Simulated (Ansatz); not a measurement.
`[CH3][AlH][SiH3]` + H₂ → `[CH3][AlH2]` + SiH₄  (hydrogenolysis of the Al–Si bond)

Gas-phase electronic energies from Ansatz, PBE0-D4/def2-TZVP geometries. CCSD(T)/CBS is the MP2 limit (def2-TZVPP, def2-QZVPP) plus CCSD(T) − MP2 in def2-TZVPP, frozen cores. This one scheme is used for every species.

`[CH3][AlH][SiH3]`:

```xyz
10

C     1.858   -0.375   -0.215
Al    0.324    0.381    0.728
Si   -1.949    0.149   -0.187
H     2.402   -1.070    0.435
H     1.592   -0.907   -1.131
H     2.567    0.417   -0.478
H     0.566    1.156    2.098
H    -2.311   -1.290   -0.360
H    -2.039    0.768   -1.543
H    -3.011    0.772    0.653
```

H₂:

Z-matrix (Å, degrees):
```
H
H 1 0.746
```

`[CH3][AlH2]`:

Z-matrix (Å, degrees):
```
C
Al 1 1.950
H 1 1.093 2 112.5
H 1 1.093 2 112.6 3 123.1
H 1 1.097 2 109.5 3 -118.4
H 2 1.590 1 120.6 3 29.8
H 2 1.590 1 120.6 3 -151.5
```

SiH₄:

Z-matrix (Å, degrees):
```
Si
H 1 1.485
H 1 1.485 2 109.5
H 1 1.485 2 109.5 3 -120.0
H 1 1.485 2 109.5 3 120.0
```

```csv
species,MP2/def2-QZVPP energy (Eh)
`[CH3][AlH][SiH3]`,-573.24984
H₂,-1.16658
`[CH3][AlH2]`,-283.00176
SiH₄,-291.42099
```

Question: Work out ΔE.

Answer: ΔE = (-283.00176) + (-291.42099) − (-573.24984) − (-1.16658) = -0.00633 Eh = -16.6 kJ/mol. CCSD(T)/CBS gives -13.4 kJ/mol.

Largest T1 diagnostic among the species: 0.011.

The D4 term adds +6.4 kJ/mol with B3LYP and +3.7 kJ/mol with PBE0; it sums over pairs of atoms, weighted by their polarisabilities, and B3LYP, whose exchange is more repulsive, gets the larger term. Leaving LDA and LC-ωPBE aside and taking each functional with its dispersion term where it has one, the values, not all of them listed here, spread over 24.8 kJ/mol, from B97M-V to PBE-D4. In def2-TZVPP, CCSD(T) changes the Hartree–Fock value by +28.1 kJ/mol (the triples alone add +4.8 kJ/mol) and MP2 by +26.0 kJ/mol.

B3LYP here is the variant with VWN-RPA as its local correlation; programs differ in this.
